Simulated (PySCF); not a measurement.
Point-charge models of silyl cyanide (`C([SiH3])#N`) against its computed dipole.

Coordinates (PBE0-D3(BJ)/def2-TZVP, Å) and charges (e) from the PBE0/pcSseg-2 density (PySCF):

```json
{"atom": "N1", "x": "2.415", "y": "0.126", "z": "0.011", "Mulliken": "-0.1152", "IAO": "-0.1874", "Hirshfeld": "-0.1929", "ESP-fitted": "-0.3778"}
{"atom": "C2", "x": "1.265", "y": "0.064", "z": "0.002", "Mulliken": "-0.1933", "IAO": "-0.1593", "Hirshfeld": "-0.0326", "ESP-fitted": "+0.1934"}
{"atom": "Si3", "x": "-0.581", "y": "-0.036", "z": "-0.012", "Mulliken": "+0.6047", "IAO": "+0.6292", "Hirshfeld": "+0.3809", "ESP-fitted": "+0.2939"}
{"atom": "H4", "x": "-0.963", "y": "-1.067", "z": "-1.001", "Mulliken": "-0.0987", "IAO": "-0.0942", "Hirshfeld": "-0.0518", "ESP-fitted": "-0.0363"}
{"atom": "H5", "x": "-1.096", "y": "1.296", "z": "-0.395", "Mulliken": "-0.0987", "IAO": "-0.0941", "Hirshfeld": "-0.0518", "ESP-fitted": "-0.0366"}
{"atom": "H6", "x": "-1.015", "y": "-0.412", "z": "1.351", "Mulliken": "-0.0987", "IAO": "-0.0942", "Hirshfeld": "-0.0518", "ESP-fitted": "-0.0365"}
```

Question: What dipole does each set of charges give (1 e·Å = 4.803 D), and what does the density give?

Answer: The full density gives (-3.54, -0.19, -0.03) D, 3.54 D in size; dipole vectors point from the negative to the positive end.

```csv
scheme,μx,μy,μz,size (D),share of the full size (%),angle to the full dipole (°)
Mulliken,-2.74,-0.15,-0.02,2.74,77,0
IAO,-3.51,-0.19,-0.03,3.51,99,0
Hirshfeld,-2.73,-0.15,-0.02,2.74,77,0
ESP-fitted,-3.49,-0.19,-0.03,3.49,99,0
```

Question: Which set comes closest?

Answer: Length of the difference vector: IAO 0.03 D, ESP-fitted 0.05 D, Mulliken 0.80 D, Hirshfeld 0.81 D. Closest: IAO. The schemes that divide the density aren't constrained to reproduce the dipole.

Question: What is left for the Hirshfeld atoms' own dipoles?

Answer: The shares of the density sum to the whole, so what Σ q r misses lies in dipoles about the nuclei. The atomic dipoles sum to (-3.54, -0.19, -0.03) − (-2.73, -0.15, -0.02) = (-0.81, -0.04, -0.01) D, 0.81 D in size.

Question: With the origin at the mean of the coordinates, (0.004, -0.005, -0.007) Å, which are the largest single terms, by size, of the ESP-fitted dipole along the direction of the full one?

Answer: N1 +4.38, C2 -1.17, Si3 +0.83, H5 -0.18, H6 -0.18 D; all 6 atoms together +3.49 D. The single terms depend on the origin, their sum doesn't.

Question: Give the size of the full dipole in other units.

Answer: 3.54 D = 1.394 au = 0.738 e·Å = 11.82 × 10⁻³⁰ C·m.

Isolated species at its PBE0-D3(BJ)/def2-TZVP geometry, gas phase.

The run behind these numbers computed NMR shieldings as well. On one thread, Arm Neoverse N1 (aarch64) (shared host), this took 16 s of wall time (grids of density and orbitals included) and 0.62 GiB of memory at its peak.
